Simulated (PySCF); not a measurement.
CH3, SMILES `[CH3]` (charge 0, multiplicity 2)

All values below come from TPSSh-D3(BJ)/def2-TZVP // PBE-D3(BJ)/def2-SVP (PySCF).

```
Quantity                                                       Result
-----------------------------  --------------------------------------
highest occupied spin orbital                                -6.06 eV
dipole moment                                                  0.00 D
total energy                                              -39.8610 Ha
cost                           about 50 core-seconds (a rough figure)
```

Bonds (Å): C1–H2 1.098, C1–H3 1.098, C1–H4 1.098. Angles (°): H2–C1–H3 120.0, H2–C1–H4 120.0, H3–C1–H4 120.0.
Charge 0, spin multiplicity 2.
